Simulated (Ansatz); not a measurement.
# CH₅NS₂: how energies converge with the basis set

How large a basis does CH₅NS₂ need? Two functionals are run in growing sets.

Method: one geometry, several basis sets; program: Ansatz 0.2.0, Gaussian basis.

Plan: PBE0-D4/def2-SVP; ωB97M-V/def2-SVP; PBE0-D4/def2-QZVPP; ωB97M-V/def2-QZVPP; the functionals' def2-TZVPP values are taken from earlier runs.

## 1. Structure used throughout

The geometry comes from an earlier relaxation with PBE0-D4 in a triple-zeta def2 set; it is a stationary point, not always the lowest conformer.

SMILES `NCSS`, 9 atoms, charge 0, spin multiplicity 1.

Atoms are counted from 1 here; the program's logs count them from 0.

Bond lengths: N1–C2 1.422 Å, N1–H5 1.012 Å, N1–H6 1.013 Å, C2–S3 1.849 Å, C2–H7 1.091 Å, C2–H8 1.094 Å, S3–S4 2.038 Å, S4–H9 1.349 Å. Angles: C2–N1–H5 111.5°, C2–N1–H6 110.7°, H5–N1–H6 108.0°, N1–C2–S3 117.5°, N1–C2–H7 109.9°, N1–C2–H8 110.7°, S3–C2–H7 107.1°, S3–C2–H8 102.8°, H7–C2–H8 108.2°, C2–S3–S4 101.7°, S3–S4–H9 99.4°.

## 2. PBE0-D4 in def2-SVP

The input, in.yaml:

```yaml
crystal:
  periodic: [false, false, false]
  atoms:
    - {symbol: N, position_ang: [-0.779659, 1.179519, -0.123613]}
    - {symbol: C, position_ang: [0.294540, 0.439197, -0.688525]}
    - {symbol: S, position_ang: [0.185048, -1.405901, -0.629815]}
    - {symbol: S, position_ang: [-0.006414, -1.743683, 1.370371]}
    - {symbol: H, position_ang: [-1.663418, 0.937565, -0.553722]}
    - {symbol: H, position_ang: [-0.855403, 0.997945, 0.870265]}
    - {symbol: H, position_ang: [1.232858, 0.720794, -0.209089]}
    - {symbol: H, position_ang: [0.383252, 0.642057, -1.759769]}
    - {symbol: H, position_ang: [1.297697, -1.813892, 1.706698]}
basis:
  gaussian: {orbitals: def2-SVP}
hamiltonian: {xc: pbe0, dispersion: d4}
output: {orbitals: {seedname: orbitals}}
```

The run is started by

```bash
$ ansatz run in.yaml --threads 2 --pin off --events-out ev --progress --plain --max-ram 4352MiB
```

The program printed:

```text
Functional definition: PBE0
  name "PBE0"
  cite "Adamo & Barone, J. Chem. Phys. 110, 6158 (1999) doi:10.1063/1.478522"
  cite "Perdew, Burke & Ernzerhof, Phys. Rev. Lett. 77, 3865 (1996) doi:10.1103/PhysRevLett.77.3865"
  parent pbe
  parameter a = 0.25
  parameter kappa = 0.804
  parameter beta = 0.06672455060314922
  exchange = (1 - a)*pbe_x(kappa = kappa, mu = beta*pi^2/3) + a*exact_x
  correlation = pbe_c(beta = beta)
873 factors; integrals over basis functions are off by at most 1.3e-3 eV
mean field evaluation 1: about -24255.0614 eV, gradient 4.6e1 eV
mean field evaluation 2: about -24250.9145 eV, gradient 6.2e1 eV
mean field evaluation 4: about -24259.7180 eV, gradient 1.7e0 eV
mean field evaluation 8: about -24259.9148 eV, gradient 2.1e-1 eV
mean field evaluation 16: about -24259.9149 eV, gradient 4.1e-5 eV
mean field -24259.91491402 eV, -891.5354291292 hartree, gradient 4.1e-5 eV, S^2 0.000000; 0 other end points of the search recorded, 0 dependent functions left out
reference -24259.91493665 eV, -891.5354299608 hartree; 25, 25 occupied and 64, 64 virtual orbitals, 873 factors
Total energy: -24260.08862195 eV, -891.5418127781 hartree
```

Wall time 1.2 s (2 threads of Arm Neoverse V2, shared host).

## 3. ωB97M-V in def2-SVP

in.yaml, as its differences from that of step 2:

```diff
@@ -14,3 +14,3 @@
   gaussian: {orbitals: def2-SVP}
-hamiltonian: {xc: pbe0, dispersion: d4}
+hamiltonian: {xc: {name: wB97M-V}}
 output: {orbitals: {seedname: orbitals}}
```

Same command.

The program printed (excerpt; [...] marks lines left out):

```text
Functional definition: wB97M-V
  name "wB97M-V"
  cite "Mardirossian & Head-Gordon, J. Chem. Phys. 144, 214110 (2016) doi:10.1063/1.4952647"
  cite "Becke, J. Chem. Phys. 107, 8554 (1997) doi:10.1063/1.475007"
  cite "Vydrov & Van Voorhis, J. Chem. Phys. 133, 244103 (2010) doi:10.1063/1.3521275"
  # Of w^i u^j: cxij and so on, Table III.
[...]
  gx(w, u) = 1 - cx + cx01*u + cx10*w
  gss(w, u) = css00 + css04*u^4 + css10*w + css20*w^2 + css43*w^4*u^3
  gos(w, u) = cos00 + cos10*w + (cos20 + cos21*u)*w^2 + (cos60 + cos61*u)*w^6
[...]
      + integral(e_c_pw_mod_opposite_spin*gos(b97_w_opposite, b97_u_opposite)) + vv10(b, c)
873 factors; integrals over basis functions are off by at most 1.3e-3 eV
262 factors; integrals over basis functions are off by at most 1.0e-5 eV
[...]
mean field -24267.94539001 eV, -891.8305436786 hartree, gradient 6.2e-5 eV, S^2 0.000000; 0 other end points of the search recorded, 0 dependent functions left out
reference -24267.94542557 eV, -891.8305449855 hartree; 25, 25 occupied and 64, 64 virtual orbitals, 873 factors
Total energy: -24267.94542557 eV, -891.8305449855 hartree
```

Run time: 5.5 s. Hardware: 2 threads of Arm Neoverse V2, shared host.

## 4. PBE0-D4 in def2-QZVPP

in.yaml, as its differences from that of step 3:

```diff
@@ -13,4 +13,4 @@
 basis:
-  gaussian: {orbitals: def2-SVP}
-hamiltonian: {xc: {name: wB97M-V}}
+  gaussian: {orbitals: "def2-QZVPP.json"}
+hamiltonian: {xc: pbe0, dispersion: d4}
 output: {orbitals: {seedname: orbitals}}
```

The command is unchanged.

The program printed:

```text
Functional definition: PBE0
  name "PBE0"
  cite "Adamo & Barone, J. Chem. Phys. 110, 6158 (1999) doi:10.1063/1.478522"
  cite "Perdew, Burke & Ernzerhof, Phys. Rev. Lett. 77, 3865 (1996) doi:10.1103/PhysRevLett.77.3865"
  parent pbe
  parameter a = 0.25
  parameter kappa = 0.804
  parameter beta = 0.06672455060314922
  exchange = (1 - a)*pbe_x(kappa = kappa, mu = beta*pi^2/3) + a*exact_x
  correlation = pbe_c(beta = beta)
1412 factors; their error is unknown
mean field evaluation 1: about -24263.9944 eV, gradient 6.0e1 eV
mean field evaluation 2: about -24252.3625 eV, gradient 9.0e1 eV
mean field evaluation 4: about -24271.4147 eV, gradient 4.1e0 eV
mean field evaluation 8: about -24271.4758 eV, gradient 3.6e-1 eV
mean field evaluation 16: about -24271.4759 eV, gradient 4.8e-5 eV
mean field -24271.47593194 eV, -891.9602887014 hartree, gradient 4.8e-5 eV, S^2 0.000000; 0 other end points of the search recorded, 0 dependent functions left out
reference -24271.47596441 eV, -891.9602898948 hartree; 25, 25 occupied and 379, 379 virtual orbitals, 1412 factors
Total energy: -24271.64964972 eV, -891.9666727121 hartree
```

It took 9.1 s on 2 threads of Arm Neoverse V2, shared host; peak memory 1.1 GiB.

## 5. ωB97M-V in def2-QZVPP

in.yaml, as its differences from that of step 4:

```diff
@@ -14,3 +14,3 @@
   gaussian: {orbitals: "def2-QZVPP.json"}
-hamiltonian: {xc: pbe0, dispersion: d4}
+hamiltonian: {xc: {name: wB97M-V}}
 output: {orbitals: {seedname: orbitals}}
```

Launched as before.

The program printed (excerpt; [...] marks lines left out):

```text
Functional definition: wB97M-V
  name "wB97M-V"
  cite "Mardirossian & Head-Gordon, J. Chem. Phys. 144, 214110 (2016) doi:10.1063/1.4952647"
  cite "Becke, J. Chem. Phys. 107, 8554 (1997) doi:10.1063/1.475007"
  cite "Vydrov & Van Voorhis, J. Chem. Phys. 133, 244103 (2010) doi:10.1063/1.3521275"
  # Of w^i u^j: cxij and so on, Table III.
[...]
  gx(w, u) = 1 - cx + cx01*u + cx10*w
  gss(w, u) = css00 + css04*u^4 + css10*w + css20*w^2 + css43*w^4*u^3
  gos(w, u) = cos00 + cos10*w + (cos20 + cos21*u)*w^2 + (cos60 + cos61*u)*w^6
[...]
      + integral(e_c_pw_mod_opposite_spin*gos(b97_w_opposite, b97_u_opposite)) + vv10(b, c)
1356 factors; their error is unknown
310 factors; integrals over basis functions are off by at most 1.2e-5 eV
[...]
mean field -24279.55547182 eV, -892.2572063157 hartree, gradient 7.5e-5 eV, S^2 0.000000; 0 other end points of the search recorded, 0 dependent functions left out
reference -24279.55552360 eV, -892.2572082185 hartree; 25, 25 occupied and 379, 379 virtual orbitals, 1356 factors
Total energy: -24279.55552360 eV, -892.2572082185 hartree
```

It took 21 s on 2 threads of Arm Neoverse V2, shared host; peak memory 1.4 GiB.

## 6. Density functionals: the series

The def2-TZVPP values come from earlier runs at the same geometry.

| functional | basis | functions | energy (eV) | from the largest (eV) | HOMO (eV) | LUMO (eV) |
| --- | --- | --- | --- | --- | --- | --- |
| PBE0-D4 | def2-SVP | 89 | -24260.0886 | 11.561 | -6.65 | -0.16 |
| PBE0-D4 | def2-TZVPP | 216 | -24270.8247 | 0.825 | -6.81 | -0.53 |
| PBE0-D4 | def2-QZVPP | 404 | -24271.6496 | 0.000 | -6.86 | -0.67 |
| ωB97M-V | def2-SVP | 89 | -24267.9454 | 11.610 | -8.84 | 2.09 |
| ωB97M-V | def2-TZVPP | 216 | -24278.7634 | 0.792 | -9.02 | 1.54 |
| ωB97M-V | def2-QZVPP | 404 | -24279.5555 | 0.000 | -9.07 | 1.22 |

## 7. Results

```
                                       quantity           value
PBE0-D4: double and triple zeta above quadruple  11.56, 0.82 eV
ωB97M-V: double and triple zeta above quadruple  11.61, 0.79 eV
```

In words: For PBE0-D4 the step from double to triple zeta gains 10.74 eV and the next only 0.82 eV. Total energies overstate the basis error of differences, where much of it tends to cancel. The LUMO of ωB97M-V is positive and keeps falling with the basis (2.09 to 1.22 eV): an unbound level that the basis holds in place.

For PBE0-D4 the largest set took about 7 times as long as the smallest (9.1 s against 1.2 s).
